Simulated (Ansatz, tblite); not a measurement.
**The cluster NaF₂−: charged states by level of theory**

One table from this session's results is given with a row withheld; the runs are named, their logs left out.

Program: Ansatz 0.2.0, Gaussian basis. Level of theory: as each input shows. These are calculated values, not measurements.

Plan: charge 0 doublet, at the geometry of the singlet (PBE0-D4/def2-TZVPD, PBE-D4/def2-TZVPD, r2SCAN-D4/def2-TZVPD, CCSD(T)/def2-TZVPPD); the starting singlet's energies come from earlier runs.

## The relaxed structure

The singlet was relaxed beforehand with r2SCAN-D4/def2-TZVPD. At that level it is the lowest of the isomers that a small search found.

3 atoms, charge -1, spin multiplicity 1.

Atoms are counted from 1 here; the program's logs count them from 0.

Bond lengths: Na1–F2 2.045 Å, Na1–F3 2.045 Å. Angles: F2–Na1–F3 180.0°.

The ion is computed in the gas phase, without counter-ions or solvent.

The first run:

Contents of in.yaml:

```yaml
crystal:
  periodic: [false, false, false]
  atoms:
    - {symbol: Na, position_ang: [0.000041, -0.000079, 0.000056]}
    - {symbol: F, position_ang: [-1.675671, -1.137105, -0.285575]}
    - {symbol: F, position_ang: [1.675640, 1.137194, 0.285509]}
basis:
  gaussian: {orbitals: def2-TZVPD}
magnetization: {spin_polarized: true, initial_magnetization: 1}
hamiltonian: {xc: pbe0, dispersion: d4}
output: {orbitals: {seedname: orbitals}}
```

Command:

```bash
$ ansatz run in.yaml --threads 4 --pin off --events-out ev --progress --plain --max-ram 3916MiB
```

Among the steps run: Charge 0 doublet at the fixed geometry, PBE0-D4/def2-TZVPD; Charge 0 doublet at the fixed geometry, PBE-D4/def2-TZVPD; Charge 0 doublet at the fixed geometry, r2SCAN-D4/def2-TZVPD; Charge 0 doublet at the fixed geometry, CCSD(T)/def2-TZVPPD.

One table of the session follows, with a row left open; its other results are not shown here.

It belongs to the step «Vertical ionisation energy». 

| method | vertical ionisation energy (eV) |
| --- | --- |
| HF/def2-TZVPPD | 4.10 |
| PBE-D4/def2-TZVPD | 4.53 |
| r2SCAN-D4/def2-TZVPD | 4.60 |
| PBE0-D4/def2-TZVPD | ? |
| MP2/def2-TZVPPD | 6.38 |
| CCSD/def2-TZVPPD | 5.95 |
| CCSD(T)/def2-TZVPPD | 6.08 |

Estimate the missing values for PBE0-D4/def2-TZVPD.

The run gave: vertical ionisation energy (eV): 5.04. In the column «vertical ionisation energy (eV)» it lies between r2SCAN-D4/def2-TZVPD (4.60) and CCSD/def2-TZVPPD (5.95).
